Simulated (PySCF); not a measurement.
# C4H7F (CH2=CHCHFCH3): the cost of one run

The runs use PySCF 2.14.0, with density-fitted response routines of our own; the level of theory stands in each step. All values are computed, except where a source is named. Atoms count from 0, in the outputs and in this text.

**1. Starting geometry**

12 atoms, charge 0, multiplicity 1; geometry from: MMFF94s. The atoms were then displaced at random by about 0.03 Å, so the start is not that level's minimum.

Bonds of the start (Å): C0–C1 1.38, C1–C2 1.53, C2–C3 1.40, C2–F4 1.36, C0–H5 1.11, C0–H6 1.08, C1–H7 1.09, C2–H8 1.07, C3–H9 1.21, C3–H10 1.08, C3–H11 1.09.

**2. Optimising the geometry at PBE0-D3(BJ)/def2-SVP**

Job settings and geometry (Å):

```
{"job": {"xc": "PBE0", "basis": "def2-SVP", "d3": "d3bj", "grid": 1, "shake": 0.03, "kind": "geom"}, "charge": 0, "multiplicity": 1}
C      1.983100     0.387980     0.251610
C      0.887100    -0.207150    -0.338800
C     -0.453530    -0.534910     0.322920
C     -1.476010     0.136610    -0.351030
F     -0.394220    -0.136950     1.617650
H      1.849840     0.826420     1.259930
H      2.864630     0.663310    -0.308200
H      1.055320    -0.512250    -1.376450
H     -0.529630    -1.598700     0.414310
H     -2.512130    -0.135520     0.209670
H     -1.688900    -0.195800    -1.358180
H     -1.470100     1.224210    -0.292430
```

Started as:

```sh
$ OMP_NUM_THREADS=1 python probes_run.py task.json out
```

The driver reads the jobs from task.json and runs them one after another.

Q: Estimate the wall time and peak memory of this first job on 1 thread of Arm Neoverse V1, shared host.

About 33 s, with a peak of 0.42 GiB.
